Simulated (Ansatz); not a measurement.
# Eu (Eu, bcc): the cost of one run

Computed with Ansatz 0.2.0 (DFT, PBEsol, plane waves (420 eV) with PAW, scalar-relativistic, unless a step's input says otherwise).

## (1) The starting structure

Symmetry: Im-3m, No. 229, cubic system. Conventional cell: a = 4.305 Å, b = 4.305 Å, c = 4.305 Å, α = 90.00°, β = 90.00°, γ = 90.00°. Around Eu (site symmetry m-3m) lie 8 Eu at 3.73 Å.

Structure file:

```cif
data_structure
_symmetry_space_group_name_H-M 'P 1'
_symmetry_Int_Tables_number 1
_cell_length_a 4.3047
_cell_length_b 4.3047
_cell_length_c 4.3047
_cell_angle_alpha 90.000
_cell_angle_beta 90.000
_cell_angle_gamma 90.000
_cell_volume 79.77
loop_
_atom_site_label
_atom_site_type_symbol
_atom_site_fract_x
_atom_site_fract_y
_atom_site_fract_z
_atom_site_occupancy
Eu1 Eu 0.00000 0.00000 0.00000 1
Eu2 Eu 0.50000 0.50000 0.50000 1
```

## (2) Volume x 1.04

File input.yaml:

```yaml
crystal:
  lattice:
    - [4.3047090752, 0.0, 0.0]
    - [0.0, 4.3047090752, 0.0]
    - [0.0, 0.0, 4.3047090752]
  atoms:
    - { symbol: Eu, position: [0.0, 0.0, 0.0], spin: 6.837 }
    - { symbol: Eu, position: [0.5, 0.5, 0.5], spin: -6.837 }
hamiltonian:
  xc: pbesol
  pseudopotentials:
    kind: paw
    azcp:
      Eu: "pseudopotentials/Eu.paw.azcp"
basis:
  ecutwfc: 420
  fft_grid_basis: typed
kpoints:
  mp_grid: { grid: [10, 10, 10], shift: [0, 0, 0] }
magnetization:
  spin_polarized: true
scf:
  occupations: { method: fermi_dirac, width: 0.05 }
output:
  stress: true
```

Q: Estimate wall time and peak memory on 4 threads of an x86-64 CPU, shared host.

About 3.3 s, with a peak of 0.54 GiB.
